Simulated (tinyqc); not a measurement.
Hueckel theory of the pi electrons, for the molecule C=C (SMILES; centres numbered as the heavy atoms are written), step by step. Computed by tinyqc, a small Python program that keeps every step. Settings: charge = 0. Command: `OMP_NUM_THREADS=1 python tinyqc.py 26357 26358 out.jsonl` (the two numbers bound the seeds that draw the settings). One thread of a shared host (Intel(R) Xeon(R) Processor @ 2.60GHz), about 0.01 s of CPU time with the checks.

## The Hueckel matrix

Centres:
```
centre,"z_r, pi electrons of the neutral centre",h
1C,1,0.000000
2C,1,0.000000
```

Bonds:
```
i,j,k
1,2,1
```

H_rr = alpha + h_r beta, H_rs = k_rs beta for bonded centres.

Hueckel matrix in units of beta (H = alpha + beta A):
```
,1C,2C
1C,0.000000,1.000000
2C,1.000000,0.000000
```

## Orbitals

pi electrons, sum of z_r less the charge = 2

Diagonalise; E = alpha + x beta with beta < 0, so the largest x are filled first; degenerate levels share their electrons. P = sum n_i c_ri c_si; each orbital has its largest coefficient positive (the first on a tie).

x values: 1.000000  -1.000000

occupations: 2.000000  0.000000

coefficients:
```
,MO1,MO2
1C,0.707107,0.707107
2C,0.707107,-0.707107
```

charge and bond-order matrix P:
```
,1C,2C
1C,1.000000,1.000000
2C,1.000000,1.000000
```

## Energy, charges, bond orders

E = sum n x; q_r = z_r - P_rr; bond order p = P_rs; free valence = sqrt(3) - sum of p over the bonds of the atom.

pi energy = 2 alpha + this times beta = 2.000000

pi charges: 1C 0.000000, 2C 0.000000

Bond orders and lengths from R = 1.517 - 0.180 p (angstrom, C-C alone):
```
bond,p,R
1-2,1.000000,1.337000
```

free valence of the carbons: 1C 0.732051, 2C 0.732051

gap between the highest filled and the next level = 2.000000 |beta|
